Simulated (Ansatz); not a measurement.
fcc Cu was calculated with r²SCAN0 (PAW; Ansatz, a program for electronic structure).

Run with plane-wave cutoff 520 eV, 16×16×16 k mesh, Fermi–Dirac smearing 0.05 eV, no spin polarisation, scalar-relativistic PAW data made under PBE.

Cell (relaxed at this level):

Space group Fm-3m (No. 225); a = 3.5968 Å, b = 3.5968 Å, c = 3.5968 Å, α = 90.00°, β = 90.00°, γ = 90.00°

```csv
atom,site,symmetry,x,y,z
Cu,4a,m-3m,0.0000,0.0000,0.0000
```
(The calculation used a cell of 1 atom; values per cell refer to that cell.)

Problem. Predict the bulk modulus B0 and pressure derivative B′ of the bulk modulus.

Solution. 
- bulk modulus B0: 142 GPa
- pressure derivative B′ of the bulk modulus: 5.2

Measured, for comparison: bulk modulus 144 GPa (0 K value with the zero-point phonon effect removed, our sources range from 140 to 145; as tabulated in Mejia-Rodriguez and Trickey (2018), arXiv:1807.09216). Computed (rounded) less measured: bulk modulus -1 % (inside the range of the sources held).

Computed values are for the static lattice.

Cost on a shared machine: about 15 core-minutes (a rough figure).
